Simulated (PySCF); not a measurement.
Compound: C3H5FOS.
SMILES: `O=[S@]1C[C@H](F)C1`

The closed-shell SCF was solved with PySCF and density fitting under several settings on one GFN2-xTB geometry (grid level 2 and gas phase unless stated).

| settings | basis functions | SCF cycles | E (Eh) | HOMO (eV) | LUMO (eV) | dipole (D) |
| --- | --- | --- | --- | --- | --- | --- |
| CAM-B3LYP/pcSseg-1 | 134 | 14 | -690.3574 | -8.25 | 1.21 | 2.10 |
| PBE0/def2-TZVP, grid level 4, energy threshold 1e-11 Eh | 222 | 13 | -690.2149 | -6.98 | -0.03 | 1.97 |
| B97-2/6-31G | 68 | 14 | -690.2347 | -6.39 | 0.10 | 2.41 |

Question: Estimate the rows for these settings: (1) PBE0/cc-pVDZ, IEF-PCM cyclohexane; (2) LDA/cc-pVDZ.

Answer: 
| settings | basis functions | SCF cycles | E (Eh) | HOMO (eV) | LUMO (eV) | dipole (D) |
| --- | --- | --- | --- | --- | --- | --- |
| PBE0/cc-pVDZ, IEF-PCM cyclohexane | 113 | 14 | -690.0707 | -6.59 | 0.48 | 2.23 |
| LDA/cc-pVDZ | 113 | 16 | -686.8988 | -5.33 | -0.72 | 1.79 |

Question: Over all rows, what range does the HOMO–LUMO gap span?

Answer: From 4.61 eV (LDA/cc-pVDZ) to 9.46 eV (CAM-B3LYP/pcSseg-1). The functional of the narrowest has no exact exchange, that of the widest range-separated exact exchange.

Question: And the dipole moment?

Answer: From 1.79 D (LDA/cc-pVDZ) to 2.41 D (B97-2/6-31G); the largest is 1.35 times the smallest, and the median is 2.10 D.

Whole jobs, the steps after the SCF included, on an Intel Xeon Platinum 8488C with one thread (shared host):

```tsv
settings	work after the SCF	wall time	peak memory
CAM-B3LYP/pcSseg-1	shieldings, ring-centre shieldings	16 s	0.69 GiB
PBE0/def2-TZVP, grid level 4, energy threshold 1e-11 Eh	spin–spin couplings from 9 perturbed nuclei, spin–dipole term for 1 of them	67 s	0.85 GiB
B97-2/6-31G	spin–spin couplings from 9 perturbed nuclei, spin–dipole term for 1 of them	5.8 s	0.45 GiB
PBE0/cc-pVDZ, IEF-PCM cyclohexane	spin–spin couplings from 9 perturbed nuclei, spin–dipole term for 1 of them	12 s	0.60 GiB
LDA/cc-pVDZ	shieldings, ring-centre shieldings, charges and field gradients	12 s	0.48 GiB
```

Cycle counts include a coarse-grid stage where the run had one. The structure is a single GFN2-xTB conformer; no vibrational corrections.
